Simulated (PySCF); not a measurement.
**Ionising P2**

RHF-CCSD; basis P aug-pcseg-1; no relativity; PySCF 2.14. Neutral (RHF): singlet (closed shell), Re = 1.913 Å, ωe = 791 cm⁻¹, De = 3.69 eV.

P₂⁺ (UHF): doublet (π ↑), Re = 1.996 Å, ωe = 692 cm⁻¹, De = 3.79 eV to P⁺ + P. The energies at the minima are -681.65714 hartree for P2 and -681.28402 for P₂⁺.

Task: Work out the adiabatic ionisation energy, without and with harmonic zero-point energies (1 hartree = 27.2114 eV, 1 eV = 8065.5 cm⁻¹), and the change of the bond length.

Result: At CCSD: 0.37312 hartree = 10.153 eV between the minima; the zero-point term (692.0 − 791.0)/2 cm⁻¹ = -0.006 eV makes it 10.147 eV. Re changes by +8.3 pm against the neutral. The electron leaves a π orbital, and the longer bond of the ion fits a bonding orbital, or a change in how ionic the bond is.

Correlated steps freeze 10 core orbitals. Correlated levels converge slowly with the basis: in double zeta they bind strong bonds too weakly, by up to about 1 eV, and carry superposition errors of some tenths. Where the molecule has an RHF reference, its open-shell atoms are computed with UHF. States were picked by a PBE0 search and need not be the measured ground states.

Neutral and ion stand on different kinds of reference determinant, which adds to the error of the difference.
